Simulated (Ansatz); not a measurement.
GaAs⁺, quartet: reading a ladder of total energies

Geometry: a point of a stretch scan, not a stationary point.

```yaml
atoms:
  - { symbol: Ga, position_ang: [0.0000, 0.0000, 0.0000] }
  - { symbol: As, position_ang: [0.0000, 0.0000, 3.7570] }
```

Basis cc-pVTZ; Ansatz 0.2.0. Only valence electrons are correlated (noble-gas cores and the filled d shells of p-block atoms frozen), which leaves 7 electrons in 58 orbitals. R marks a restricted (for open shells ROHF) determinant, U an unrestricted one. No spin–orbit coupling is included, and no scalar relativity.

Full CI isn't at hand for all of this; UCCSDT(Q) serves as the reference, and is uncertain by about the last step of the cluster series.

Runs differ by some tens of microhartree through their thresholds and, for an open shell, their frozen cores, so steps under 0.03 kcal/mol mean nothing.

```json
{"level": "UHF", "total energy (hartree)": "-4157.300968"}
{"level": "UMP2", "total energy (hartree)": "-4157.400760"}
{"level": "UCCSD", "total energy (hartree)": "-4157.425743"}
{"level": "UCCSD(T)", "total energy (hartree)": "-4157.429050"}
{"level": "UCCSDT", "total energy (hartree)": "-4157.429720"}
{"level": "UCCSDT(Q)", "total energy (hartree)": "-4157.429820"}
```

Problem. What is the correlation energy at UCCSDT(Q), and what share of it do UMP2 and UCCSD recover?

Solution. E(corr) = -4157.429820 − (-4157.300968) = -0.128852 hartree = -3.506 eV. UMP2: -0.099792 / -0.128852 = 77.45 %. UCCSD: -0.124775 / -0.128852 = 96.84 %.

Problem. By how many kcal/mol does UCCSD(T) miss UCCSDT(Q) (1 hartree = 627.509 kcal/mol), and which steps make up the rest?

Solution. -4157.429050 − (-4157.429820) = 0.000770 hartree = 0.48 kcal/mol. Steps: UCCSDT − UCCSD(T) = -0.42, UCCSDT(Q) − UCCSDT = -0.06 kcal/mol. That is within 1 kcal/mol of the reference in this basis, which itself misses far more of the correlation at the basis-set limit.
